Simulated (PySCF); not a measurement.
**`[SiH2]1[SiH2][SiH2]1`, H₆Si₃**

Geometry:
```csv
atom,x (Å),y (Å),z (Å)
Si1,-0.736,-1.128,0.065
Si2,1.330,-0.074,-0.235
Si3,-0.587,1.204,0.162
H4,-0.975,-1.872,1.335
H5,-1.397,-1.744,-1.121
H6,1.919,-0.059,-1.604
H7,2.345,-0.189,0.851
H8,-0.729,1.869,1.488
H9,-1.149,1.998,-0.968
```

Method: GIAO B3LYP/aug-pcSseg-1 magnetisability, rotational g tensor and spin-rotation constants, non-relativistic, gas phase (PySCF 2.14.0). Geometry: PBE0-D3(BJ)/def2-SVP.

Q: How diamagnetic is it, and how anisotropic?

A: Isotropic -1095 × 10⁻³⁰ J/T², or -66.0 × 10⁻⁶ cm³/mol; principal values -1270, -1008, -1008 × 10⁻³⁰ J/T², anisotropy 262 × 10⁻³⁰ J/T² (root of half the summed squared differences of the principal values). The susceptibility is in cgs units.

Q: Split it along the inertial axes a, b, c into diamagnetic and paramagnetic parts about the centre of mass, with the quadrupole moment.

A: 
```csv
axis,χ (10⁻⁶ cm³/mol),diamagnetic (10⁻⁶ cm³/mol),paramagnetic (10⁻⁶ cm³/mol),summed x² of all electrons (Å²),quadrupole Θ (D Å)
a,-60.7,-340.0,279.3,61.6,-0.17
b,-60.7,-340.0,279.3,61.6,-0.17
c,-76.5,-522.7,446.2,18.5,+0.35
```
Anisotropies 2χaa − χbb − χcc = +15.8 and 2χbb − χaa − χcc = +15.8 × 10⁻⁶ cm³/mol. Θ is traceless in Buckingham's convention.

Q: And the rotational g tensor?

A: 
| axis | rotational constant (GHz) | g | nuclear part | electronic part |
| --- | --- | --- | --- | --- |
| a | 5.0540 | -0.0418 | 0.6212 | -0.6631 |
| b | 5.0484 | -0.0418 | 0.6206 | -0.6623 |
| c | 2.7879 | -0.0028 | 0.5816 | -0.5844 |

Oblate top; isotopes 1H, 28Si; no vibrational averaging.
